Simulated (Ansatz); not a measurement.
We consider bcc Ta, described by LDA in Ansatz (plane waves, PAW).

Settings: plane-wave cutoff 500 eV, 30×30×30 k mesh, Fermi–Dirac smearing 0.1 eV, scalar-relativistic PAW data made under PBE.

Computed at the level's own relaxed cell.

Question: Predict the equilibrium volume per atom and equilibrium lattice constant a.

Answer: 
* **equilibrium volume per atom**: 17.23 Å³/atom
* **equilibrium lattice constant a**: 3.254 Å

Measured, for comparison: equilibrium volume per atom 17.95 Å³/atom, lattice constant a 3.299 Å (static lattice: zero-point anharmonic expansion removed; as tabulated in Mejia-Rodriguez and Trickey (2018), arXiv:1807.09216). Computed (rounded) less measured: equilibrium volume per atom -4.0 %, lattice constant a -1.4 %.

Spin–orbit coupling is not included.

Cost on a shared machine: very roughly 70 core-seconds.

Ansatz is a quantum-chemistry and plane-wave program.
